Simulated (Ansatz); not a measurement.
A calculation with Ansatz (development build ahead of 0.2.0).

```yaml
crystal:
  periodic: [false, false, false]
  atoms:
    - { symbol: "N", position_ang: [0.04357, -0.02266, -1.20367] }
    - { symbol: "N", position_ang: [-0.03943, 0.00493, -0.03794] }
    - { symbol: O, position_ang: [-0.04001, 0.00167, 1.0748] }
basis:
  gaussian: { orbitals: cc-pVTZ }
hamiltonian:
  xc: hf
correlation:
  method: mp2
  frozen_orbitals: { "N": 1, O: 1 }
```

The input is written out in the form of the current development build from the run's settings.

The run gave:

- Converged: yes
- Reference energy: -183.73380 hartree
- Correlation energy: -0.65030 hartree
- Total energy: -184.38411 hartree
- Spin squared of the determinant: 0.000
